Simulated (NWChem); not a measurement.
Molecule: hydrogen sulfide (H2S); SMILES S

```xyz
3

S      0.0000     0.0000     0.1231
H      0.9740     0.0000    -0.8272
H     -0.9740     0.0000    -0.8272
```
Atoms are numbered in this order, from 1.

All runs: NWChem. All runs use the structure optimised with PBE-D3(BJ)/def2-SVP. Isotropic indirect couplings, all four terms, static geometry, non-relativistic.

For level B3LYP/IGLO-III:

```yaml
J(1H atom 2, 1H atom 3) (Hz): -9.6
```

### Question
What are these values for level PBE/pcJ-1?

### Answer
| Quantity | Result |
|---|---|
| J(1H atom 2, 1H atom 3) (Hz) | -11.0 |
